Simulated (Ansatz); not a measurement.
# AlPH+ (singlet): wave-function methods side by side, 6-31G

An exercise on one series of results from a longer session: the logs are not shown, and one member is left open.

Method: 6-31G, core rule «outside noble gas», up to 10 orbitals frozen; program: Ansatz 0.2.0, Gaussian basis.

To be run: UHF; CCSD(T) on RHF; CCSD(T) on UHF; BCCD(T) on RHF; CISD; CCSDT(Q) on RHF; CCSDT(Q) on UHF; CISDTQ; CCSDTQ on RHF; CCSDTQ on UHF; CASSCF and MRCISD+Q, 8 electrons in 9 orbitals; CASSCF and NEVPT2, 8 electrons in 9 orbitals; Full CI.

12 further runs of the same task are left out: 3 that didn't finish, 9 set aside as unsound or not needed.

### The system

The geometry is a PBE0/def2-TZVP stationary point (not a proven minimum) of the parent state, kept for this charge and spin.

3 atoms, charge 1, spin multiplicity 1.

Atoms are counted from 1 here; the program's logs count them from 0.

Bond lengths: Al1–P2 2.144 Å, Al1–H3 1.581 Å. Angles: P2–Al1–H3 180.0°.

Set-up of the first run:

Contents of in.yaml:

```yaml
crystal:
  periodic: [false, false, false]
  atoms:
    - {symbol: Al, position_ang: [0.000000, 0.000000, 0.187600]}
    - {symbol: P, position_ang: [0.000000, 0.000000, -1.956600]}
    - {symbol: H, position_ang: [0.000000, 0.000000, 1.769000]}
basis:
  gaussian: {orbitals: 6-31G}
total_charge: 1
magnetization: {spin_polarized: true, initial_magnetization: 0}
hamiltonian: {xc: hf}
output: {orbitals: {seedname: orbitals}}
```

Run with:

```sh
> ansatz run in.yaml --threads 1 --pin off --events-out ev --progress --plain --max-ram 2393MiB
```

Steps of the session up to this table: UHF; CCSD(T) on RHF; CCSD(T) on UHF; BCCD(T) on RHF; CISD; CCSDT(Q) on RHF; CCSDT(Q) on UHF; CISDTQ; CCSDTQ on RHF; CCSDTQ on UHF; CASSCF and MRCISD+Q, 8 electrons in 9 orbitals; CASSCF and NEVPT2, 8 electrons in 9 orbitals; Full CI.

One of the session's tables, all rows but one given; the rest of the session is left out.

It belongs to the step «Misses and costs». 

| method | from FCI (meV) |
| --- | --- |
| RHF | +2566.2 |
| RMP2 | +886.7 |
| CISD | +354.9 |
| RCCSD | +214.9 |
| RCCSD(T) | +131.4 |
| BCCD(T) | +132.3 |
| RCCSDT | +26.0 |
| CISDTQ | +34.8 |
| RCCSDT(Q) | ? |
| RCCSDTQ | +0.7 |
| CASSCF valence | +519.5 |
| NEVPT2 valence | +143.4 |
| MRCISD valence | +8.8 |
| MRCISD+Q valence | +1.6 |
| FCI | 0 |

Q: Estimate the row for RCCSDT(Q) from the others.

The run gave: from FCI (meV): -4.2. In the column «from FCI (meV)» it is the lowest.

Left out of the table: UHF, UMP2, UCCSD, UCCSD(T), UCCSDT, UCCSDT(Q), UCCSDTQ (another determinant or state than the rows shown).

To keep in mind: The report flags that the cluster equations may have other roots. The program flags RCCSDT(Q), RCCSDTQ as in doubt, so those rows may rest on another solution; read them beside their warnings. RCCSDT(Q) falls below full CI, which methods that aren't variational can do.
